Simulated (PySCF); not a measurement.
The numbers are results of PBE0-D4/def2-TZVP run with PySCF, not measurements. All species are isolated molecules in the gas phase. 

Reference species (SMILES): `[OH]` (neutral, multiplicity 2).

The highest occupied spin orbital is -9.09 eV.

Changed species: `[F]` (radical fragment; the reference has radical fragment).

What does the change do to the highest occupied spin orbital?

the highest occupied spin orbital decreases by 3.37 eV, to -12.46 eV.
